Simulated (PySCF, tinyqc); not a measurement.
Worked calculation: G0W0 on RHF in the sto-6g basis, for CH+, spin multiplicity 1. The lowest restricted solution is unstable here: a spin-polarised one lies 0.0131 hartree lower (PySCF). One step of it, computed by the program tinyqc.

Question. G0W0 on Hartree-Fock: HOMO. W(p,q,m) = sqrt2 sum_ia (pq|ia) (X+Y)_ia,m; Sigma_c(x) = sum_(i,m) W^2/(x - e_i + w_m) + sum_(a,m) W^2/(x - e_a - w_m); solve x = e_p + Sigma_c(x) by Newton steps; Z = 1/(1 - dSigma/dx); 1 hartree = 27.211386 eV.

orbital energies (hartree): MO1 -11.862194, MO2 -1.279056, MO3 -0.874717, MO4 -0.301746, MO5 -0.301746, MO6 0.217810

Two-electron integrals over orbitals (pq|rs), unique and non-zero (hartree):
```
p,q,r,s,(pq|rs)
1,1,1,1,3.525223
2,1,1,1,-0.303116
2,1,2,1,0.043729
2,2,1,1,0.763476
2,2,2,1,-0.005422
2,2,2,2,0.627052
3,1,1,1,0.195890
3,1,2,1,-0.022905
3,1,2,2,0.020411
3,1,3,1,0.029270
3,2,1,1,-0.087554
3,2,2,1,0.009953
3,2,2,2,0.057555
3,2,3,1,0.009180
3,2,3,2,0.083895
3,3,1,1,0.791182
3,3,2,1,-0.014890
3,3,2,2,0.510736
3,3,3,1,-0.008444
3,3,3,2,-0.059541
3,3,3,3,0.644866
4,1,4,1,0.021993
4,2,4,1,0.023705
4,2,4,2,0.095255
4,3,4,1,-0.015177
4,3,4,2,-0.045730
4,3,4,3,0.057364
4,4,1,1,0.853364
4,4,2,1,-0.008832
4,4,2,2,0.565792
4,4,3,1,0.005198
4,4,3,2,-0.043937
4,4,3,3,0.574911
4,4,4,4,0.673218
5,1,5,1,0.021993
5,2,5,1,0.023705
5,2,5,2,0.095255
5,3,5,1,-0.015177
5,3,5,2,-0.045730
5,3,5,3,0.057364
5,4,5,4,0.036281
5,5,1,1,0.853364
5,5,2,1,-0.008832
5,5,2,2,0.565792
5,5,3,1,0.005198
5,5,3,2,-0.043937
5,5,3,3,0.574911
5,5,4,4,0.600655
5,5,5,5,0.673218
6,1,1,1,0.158398
6,1,2,1,-0.027472
6,1,2,2,-0.008733
6,1,3,1,0.001523
6,1,3,2,-0.015372
6,1,3,3,0.020079
6,1,4,4,0.003675
6,1,5,5,0.003675
6,1,6,1,0.026956
6,2,1,1,-0.226018
6,2,2,1,0.003918
6,2,2,2,-0.064072
6,2,3,1,-0.013153
6,2,3,2,0.029797
6,2,3,3,-0.041547
6,2,4,4,-0.108420
6,2,5,5,-0.108420
6,2,6,1,0.005812
6,2,6,2,0.108661
6,3,1,1,-0.139319
6,3,2,1,0.004036
6,3,2,2,0.005664
6,3,3,1,0.005521
6,3,3,2,0.063904
6,3,3,3,-0.089446
6,3,4,4,-0.065987
6,3,5,5,-0.065987
6,3,6,1,-0.007558
6,3,6,2,0.061786
6,3,6,3,0.088269
6,4,4,1,-0.011073
6,4,4,2,-0.041548
6,4,4,3,0.006414
6,4,6,4,0.028655
6,5,5,1,-0.011073
6,5,5,2,-0.041548
6,5,5,3,0.006414
6,5,6,5,0.028655
6,6,1,1,0.697627
6,6,2,1,-0.003829
6,6,2,2,0.602167
6,6,3,1,0.017582
6,6,3,2,0.087284
6,6,3,3,0.497999
6,6,4,4,0.502135
6,6,5,5,0.502135
6,6,6,1,-0.008622
6,6,6,2,0.013348
6,6,6,3,0.055120
6,6,6,6,0.675409
```

excitation energies w (hartree): 0.662271  0.662271  1.160917  1.160917  1.227630  1.721439  11.604392  11.604392  12.133802

X + Y:
```
,1,2,3,4,5,6,7,8,9
1>4,0.000000,0.003300,-0.008019,0.000023,0.000000,0.000000,0.000000,0.998101,0.000000
1>5,0.003300,0.000000,-0.000023,-0.008019,0.000000,0.000000,0.998101,0.000000,0.000000
1>6,0.000000,0.000000,0.000000,0.000000,0.002779,-0.001321,0.000000,0.000000,0.997780
2>4,0.000011,0.184549,0.906864,-0.002599,0.000000,0.000000,0.000000,0.000694,0.000000
2>5,0.184549,-0.000011,0.002599,0.906864,0.000000,0.000000,0.000694,0.000000,0.000000
2>6,0.000000,0.000000,0.000000,0.000000,-0.245875,0.909082,0.000000,0.000000,0.000240
3>4,0.000054,0.919344,-0.106726,0.000306,0.000000,0.000000,0.000000,-0.000259,0.000000
3>5,0.919344,-0.000054,-0.000306,-0.106726,0.000000,0.000000,-0.000259,0.000000,0.000000
3>6,0.000000,0.000000,0.000000,0.000000,0.919686,0.177389,0.000000,0.000000,-0.000226
```

Give: The 12 largest terms at x = e_p; Newton steps; quasiparticle energy of the HOMO; Hartree-Fock value.

Answer.

The 12 largest terms at x = e_p (hartree; W for the signs of X + Y given):
```
q,m,W,term
3,5,-0.1018,0.0084
6,5,0.0933,-0.0038
6,6,0.1016,-0.0037
3,6,-0.0759,0.0033
2,5,0.0727,0.0032
5,1,0.0626,-0.0032
4,2,0.0626,-0.0032
4,3,-0.0671,-0.0026
5,4,-0.0671,-0.0026
2,6,0.0544,0.0014
3,9,0.0283,6.62e-05
4,8,-0.0215,-3.79e-05
```

Newton steps (hartree):
```
step,x,Sigma_c(x),Z
0,-0.8747,-0.0025,0.9780
1,-0.8772,-0.0024,0.9780
2,-0.8772,-0.0024,0.9780
```

quasiparticle energy of the HOMO = -23.8685 eV

Hartree-Fock value = -23.8023 eV
